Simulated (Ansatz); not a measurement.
## [Cl···H···SiH], doublet: reading a ladder of total energies

Geometry: a point of a hydrogen-transfer path between rigid fragments, not a stationary point.

```yaml
atoms:
  - { symbol: Cl, position_ang: [-1.4212, 0.0227, 0.0000] }
  - { symbol: H, position_ang: [0.0368, 0.0227, 0.0000] }
  - { symbol: Si, position_ang: [1.7168, 0.0227, 0.0000] }
  - { symbol: H, position_ang: [2.1133, -1.4568, 0.0000] }
```

Basis cc-pVTZ; Ansatz 0.2.0. Correlated methods freeze the noble-gas cores, which leaves 13 electrons in 86 orbitals. Prefix R: restricted or restricted open-shell reference; prefix U: unrestricted.

Full CI isn't at hand for all of this; UCCSDT(Q) serves as the reference, and is uncertain by about the last step of the cluster series.

The cluster runs stand on a determinant 0.01 eV above the lowest UHF solution, chosen by trial CCSD; the correlation energy below is counted from it.

Runs differ by some tens of microhartree through their thresholds and, for an open shell, their frozen cores, so steps under 0.03 kcal/mol mean nothing.

```csv
level,total energy (hartree)
UHF determinant under the cluster runs,-749.514494
UMP2,-749.812356
UCCSD,-749.853423
UCCSD(T),-749.866806
UCCSDT,-749.868219
UCCSDT(Q),-749.868913
```

Task: What is the correlation energy at UCCSDT(Q), and what share of it do UMP2 and UCCSD recover?

Result: E(corr) = -749.868913 − (-749.514494) = -0.354419 hartree = -9.644 eV. UMP2: -0.297862 / -0.354419 = 84.04 %. UCCSD: -0.338929 / -0.354419 = 95.63 %.

Task: By how many kcal/mol does UCCSD(T) miss UCCSDT(Q) (1 hartree = 627.509 kcal/mol), and which steps make up the rest?

Result: -749.866806 − (-749.868913) = 0.002107 hartree = 1.32 kcal/mol. Steps: UCCSDT − UCCSD(T) = -0.89, UCCSDT(Q) − UCCSDT = -0.44 kcal/mol. Differences between like states or geometries often cancel part of this.
